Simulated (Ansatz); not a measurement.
Which method gave which barrier?

Saddle point of Si$_{2}$NH$_{9}$, closed shell (Si₂H₆ ([SiH3][SiH3]) + NH₃ → Si₂NH₇ ([NH2][SiH2][SiH3]) + H₂; bonds formed: Si1–N7, H2–H6; bonds broken: Si1–H2, H6–N7), PBE0-D4/def2-TZVP structure:

Si1  (-0.690, -0.176, -0.452)
H2  (1.208, -0.153, -0.946)
H3  (-0.902, -0.860, -1.749)
H4  (-2.093, 0.188, -0.010)
Si5  (0.392, -1.300, 1.259)
H6  (0.873, 1.002, -0.924)
N7  (-0.120, 1.592, -0.706)
H8  (1.285, -0.302, 1.915)
H9  (-0.494, -1.864, 2.322)
H10  (1.211, -2.396, 0.684)
H11  (-0.145, 2.197, 0.109)
H12  (-0.525, 2.073, -1.503)
(Å)

Program: Ansatz 0.2.0. Basis: def2-TZVPP, with def2-QZVPP for the basis limit. Cores are frozen in the correlated methods. Extrapolation: Hartree–Fock as exp(−7.88 √X), correlation as X^−2.97. Four methods, as single points on the PBE0-D4 structures, gave these electronic barriers from the start structure: 117.1, 162.9, 188.9, 243.1 kJ/mol.

Problem. The methods were, in alphabetical order, CCSD(T), HF, PBE0-D4, SPW92. Which gave which? (A judgement: the text doesn't fix the answer.)

Solution. Computed: SPW92 117.1; PBE0-D4 162.9; CCSD(T) 188.9; HF 243.1 kJ/mol. For comparison, CCSD(T) at an estimated basis limit (MP2 extrapolated from triple and quadruple zeta, plus CCSD(T) − MP2 in triple zeta) gives 184.7 kJ/mol.

No T1 diagnostic of these runs exceeds 0.013.

Labels in which every atom is bracketed show which atoms are joined, not bond orders.

For scale, one of the runs: CCSD(T)/def2-TZVPP, 241 basis functions (an equivalent command: `ansatz run in.yaml --threads 4`). Time: 110 s of wall clock on 4 CPU threads; the host was shared. Peak host memory: 4.3 GiB.
